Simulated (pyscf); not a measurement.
PySCF, gas phase, ωB97X-D3(BJ)/def2-SVP geometries.

Question: How much does it cost (ΔH, 298 K, ωB97M-D3(BJ)/def2-TZVP) to split O=W(=O)(OH)–F at its F–W bond into [O=W(=O)–OH]• + F•?

Answer: F–W to [O=W(=O)–OH]• + F•: 136.6 kcal/mol. The 7 functionals that were run give +133.1 (M06-2X) to +145.0 kcal/mol (PBE). The radicals are drawn with the spin at the cut bond; how far it spreads was not checked. Other isomers of [O=W(=O)–OH]• were not searched in full and may lie lower. Left out: the spin-orbit lowering of F. Open-shell species with a d-block atom are single-reference here; other states, and whether the spin sits on metal or ligand, were not checked. Elements past Kr carry the def2 core potentials, without spin-orbit coupling.
